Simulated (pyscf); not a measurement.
# Atom transfer: F–B(F)–F + H• → HF + [F–B–F]•

Gas phase, doublet surface, charge 0. Bonds broken: F1–B2. Bonds formed: F1–H5. Structures and frequencies: ωB97X-D3(BJ)/def2-SVP in PySCF. MP2 and CC: frozen core, UHF for open shells. ΔMP2 is the change of the MP2 total energy from the triple- to the quadruple-zeta basis.

Transition state (Å):

```xyz
5

F     -0.2232    -0.5498    -0.5742
B      0.9630     0.3901    -0.5412
F      1.2666     0.7434     0.7031
F      0.8721     1.3152    -1.4906
H     -1.2761    -0.2559    -0.3192
```

One imaginary mode, 2299i cm⁻¹; descent along it reached the two sides named.

| bond | change | reactant side (Å) | saddle | product side |
|---|---|---|---|---|
| F1–B2 | breaks | 1.316 | 1.514 | 2.398 |
| F1–H5 | forms | 3.4 | 1.122 | 0.928 |

Electronic energies relative to the separated reactants (eV):

```csv
level,barrier,reaction energy,reverse barrier
ωB97X-D3(BJ)/def2-TZVP,2.48,+1.51,0.97
PBE/def2-TZVP,1.77,+1.38,0.40
r²SCAN/def2-TZVP,1.91,+1.40,0.51
B3LYP-D3(BJ)/def2-TZVP,2.02,+1.38,0.64
PBE0-D3(BJ)/def2-TZVP,2.12,+1.45,0.67
M06-2X/def2-TZVP,2.32,+1.50,0.82
ωB97M-D3(BJ)/def2-TZVP,2.35,+1.54,0.81
HF/def2-TZVP,3.43,+1.65,1.79
MP2/def2-QZVPP,2.68,+1.48,1.20
CCSD/def2-TZVPP,2.60,+1.41,1.19
CCSD(T)/def2-TZVPP,2.52,+1.42,1.10
CCSD(T)/def2-TZVPP + ΔMP2(QZVPP),2.49,+1.39,1.11
```

With CCSD(T)/def2-TZVPP + ΔMP2(QZVPP) energies and thermal terms (ideal gas, 1 atm, RRHO with modes under 100 cm⁻¹ raised to 100, one conformer, R ln 2 for rigid chiral ones), in eV:

| T (K) | ΔH‡ | ΔG‡ | ΔH | ΔG |
|---|---|---|---|---|
| 298 | 2.48 | 2.72 | +1.51 | +1.35 |
| 600 | 2.46 | 2.98 | +1.49 | +1.20 |
| 900 | 2.45 | 3.25 | +1.45 | +1.06 |
| 1200 | 2.44 | 3.51 | +1.41 | +0.94 |

One saddle was located; it need not be the lowest between these sides. The angle at the transferred F is 125°: a side-on saddle, likely not the lowest. The CCSD(T) − MP2 part came from Ansatz, without density fitting, on the same reference.
